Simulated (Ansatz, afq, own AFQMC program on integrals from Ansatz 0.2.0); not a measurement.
## Where AFQMC and coupled cluster stand for AlGeH, triplet

```yaml
atoms:
  - { symbol: Ge, position_ang: [0.0000, 0.0000, 0.2531] }
  - { symbol: Al, position_ang: [0.0000, 0.0000, -2.1956] }
  - { symbol: H, position_ang: [0.0000, 0.0000, 1.9426] }
```

Connectivity, by distances: GeH–Al.

Basis cc-pVDZ. Only valence electrons are correlated. AFQMC by an in-house program on the Cholesky factors that Ansatz 0.2.0 writes for its CCSD(T) run. The CISD trial takes its coefficients from CCSD amplitudes. Released means that phaseless walkers are propagated on without the constraint, phases kept. ± is one standard error of the sampling. No spin–orbit coupling.

Determinant: ROHF, the one that the program's search chose, which needn't be the lowest solution. The geometry is a point of a scan.

No full CI on the walks' own integrals is used here; CCSDT(Q) serves as the reference and is uncertain by about the last step of the cluster series.

Cautions: no relativity below Rb; no spin-orbit coupling; inner d shell frozen; lower spins were not checked; the released energies are still falling, so no released level is given (meV from the phaseless value at times in 1/Eh: -2 ± 9 at 0.24, -10 ± 9 at 0.51, -22 ± 9 at 0.99, -24 ± 10 at 1.62, -36 ± 11 at 2.40), though the last usable value meets CCSDT(Q) within the noise.

* T1 diagnostic: 0.0281
* weight of the determinant in the CISD state: 0.862
* size of the correlated space: 8 electrons in 31 orbitals

```
  level  correlation energy (eV)
    MP2                  -3.1254
   CCSD                  -4.0008
CCSD(T)                  -4.1523
```

**Question.** Estimate where phaseless AFQMC with a CISD trial lies against CCSD(T) on the same integrals.

**Answer.** 0.43 ± 0.33 mEh below CCSD(T). The gap is under twice the noise, so this walk alone can't tell the two apart.

Reference: CCSDT(Q), correlation energy -4.202 eV.

```json
{"level": "CCSD(T)", "E − E(reference) (mEh)": "1.84", "share of correlation (%)": "98.81"}
{"level": "CCSDT", "E − E(reference) (mEh)": "0.34", "share of correlation (%)": "99.78"}
{"level": "ph-AFQMC/HF", "E − E(reference) (mEh)": "1.10 ± 1.17", "share of correlation (%)": "99.29"}
{"level": "ph-AFQMC/CISD", "E − E(reference) (mEh)": "1.41 ± 0.33", "share of correlation (%)": "99.09"}
```

A walk keeps the symmetry of its determinant, which the program's search chose and which needn't be the lowest solution, so a lower state of the same spin and another symmetry isn't excluded.
